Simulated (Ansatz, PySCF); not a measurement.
Gas-phase reaction in SMILES: [C-]#[NH+] (CHN) [methanidylidyneazanium] -> [C-]#[NH+] as doublet, charge +1 + e-
Geometries: B3LYP-D3(BJ)/def2-TZVP minima from Ansatz (a quantum-chemistry and plane-wave program). Markedly spin-contaminated UHF reference, which strains HF, MP2 and, less, CCSD(T): [C-]#[NH+] as doublet, charge +1. High T1 diagnostic, so coupled cluster is less sure: [C-]#[NH+] as doublet, charge +1. A spin state is the lowest found, not a proven ground state.

Property: adiabatic ionisation energy (0 K, with B3LYP-D3(BJ) harmonic zero-point energies from PySCF), in eV. Cores are frozen in the correlated levels unless marked. UHF or UKS for open shells. No spin-orbit coupling. No relativistic terms. CBS marks a two-point X^-3 extrapolation of the correlation energy; Hartree-Fock from the larger set.

CCSD(T)/CBS(aug-cc-pVTZ,aug-cc-pVQZ) (Ansatz) gives 12.05 eV.

Q: Another calculation gave 12.16 eV. Which level was it?
(A) BHLYP/def2-TZVPD (Ansatz)
(B) r2SCAN/def2-TZVPD (Ansatz)
(C) B97M-V/def2-TZVPD (Ansatz)

A: C, B97M-V/def2-TZVPD (Ansatz). The others give 12.01 (BHLYP), 11.86 (r2SCAN) eV.
